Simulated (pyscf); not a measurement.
This saddle point was located with ωB97X-D3(BJ)/def2-SVP in PySCF.

```xyz
10

C     -1.9808     0.0224     0.0832
C     -0.5073    -0.0772    -0.0812
C      0.6343    -0.6195     0.2259
H     -2.5073    -0.2249    -0.8520
H     -2.2885    -0.6941     0.8587
H     -2.3000     1.0289     0.4016
H      0.7333    -1.3915     0.9951
O     -0.0330     0.9383    -1.3152
H      0.8756     0.4108    -0.9932
H      0.0274     1.8405    -0.9582
```

Surface: singlet, charge 0. Lowest wavenumbers (cm⁻¹): 1087i, 195, 339, 354, 423.

### Question
Which two sides does it connect, and which bonds change?

### Answer
propyne (HC≡C–CH₃) + water (H₂O) ⇌ H₂C=C(CH₃)–OH, an addition across a multiple bond or ene-type step read from left to right: H–O broken and C–O, C–H formed. At CCSD(T)/def2-TZVPP + ΔMP2(QZVPP) it lies +224.9 kJ/mol from the left side and +350.5 kJ/mol from the right (each side as separated species at their lowest minima found). On the product side the descent ends in a point that may be a rotor saddle (no frequency run), 8.0 kJ/mol over the lowest minimum found and 351.2 kJ/mol under the saddle at ωB97X-D3(BJ)/def2-TZVP. At ωB97X-D3(BJ)/def2-TZVP the barrier from the zero used here is 205.9 kJ/mol. One saddle was located; it need not be the lowest between these sides. The CCSD(T) − MP2 part came from Ansatz, without density fitting, on the same reference.
